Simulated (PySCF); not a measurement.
# Worked example: the barrier

An elementary step of BNH$_{8}$O, closed shell (BH₃ + H₂O + NH₃ → BH₃O ([BH2][OH]) + NH₃ + H₂; bonds formed: H2–H7, H5–N8; dative contacts that become bonds: B1–O6; bonds broken: B1–H2, H5–O6, H7–N8). “Start” is the structure reached by relaxing down from the saddle towards the reactants; PBE0-D4/def2-TZVP structures. The saddle:

B1  (-0.897, -0.848, -0.333)
H2  (-0.676, 0.272, -1.053)
H3  (-0.069, -1.626, -0.763)
H4  (-2.038, -1.064, -0.679)
H5  (0.889, 0.447, 0.914)
O6  (-0.699, -0.579, 1.090)
H7  (0.242, 0.556, -0.647)
N8  (1.256, 0.879, 0.055)
H9  (-1.523, -0.320, 1.501)
H10  (1.417, 1.871, 0.171)
H11  (2.098, 0.412, -0.255)
(Å)

PySCF 2.14 with density fitting (its default auxiliary sets; JK sets also for MP2 and CCSD(T)); basis: def2-TZVPP and def2-QZVPP; cores frozen in the correlated methods.

Energies in eV:

| quantity | saddle | start |
| --- | --- | --- |
| Hartree–Fock, triple zeta (X = 3) | -4317.67817 | -4318.66100 |
| Hartree–Fock, quadruple zeta (X = 4) | -4317.90035 | -4318.87519 |
| MP2 correlation, X = 3 | -17.57782 | -17.27732 |
| MP2 correlation, X = 4 | -18.76999 | -18.45200 |
| CCSD(T) correlation, X = 3 | -19.13687 | -18.87015 |

Work out the barrier at the basis limit: extrapolate Hartree–Fock as E(X) = E∞ + A exp(−7.88 √X) and the MP2 correlation as E(X) = E∞ + B X^−2.97 (the exponents that Neese and Valeev fitted for def2-TZVPP and QZVPP), then add CCSD(T) − MP2 in triple zeta.

Each step is linear, so take the differences first (saddle − start): Hartree–Fock 0.98283 (X = 3) and 0.97484 (X = 4); MP2 correlation -0.30050 and -0.31799; CCSD(T) correlation -0.26672.
Two points give E∞ = E(4) + w [E(4) − E(3)], with w = 1/(exp(7.88 (2 − √3)) − 1) = 0.1377 for Hartree–Fock and w = 1/((4/3)^2.97 − 1) = 0.7407 for the correlation.
Hartree–Fock: 0.97484 + 0.1377 × (-0.00799) = 0.9737 eV.
MP2 correlation: -0.31799 + 0.7407 × (-0.01749) = -0.3309 eV.
CCSD(T) − MP2: -0.26672 − (-0.30050) = 0.0338 eV.
Sum: 0.9737 + (-0.3309) + 0.0338 = 0.6766 eV, or 15.60 kcal/mol. Plain CCSD(T) in triple zeta gives 0.7161 eV, so the larger basis shifts the result by -0.0395 eV.

No T1 diagnostic of these runs exceeds 0.012.

The step is the kind of ligand exchange by which a precursor binds to a hydroxyl group, or is hydrolysed, in atomic layer deposition of oxides.

Labels in which every atom is bracketed show which atoms are joined, not bond orders.

For scale, one of the runs: CCSD(T)/def2-TZVPP, 205 basis functions, launched by `OMP_NUM_THREADS=4 python run.py`. Hardware: 4 CPU threads of an AMD EPYC 7B13, shared host. Wall time 3.5 min; peak host memory 2.7 GiB.
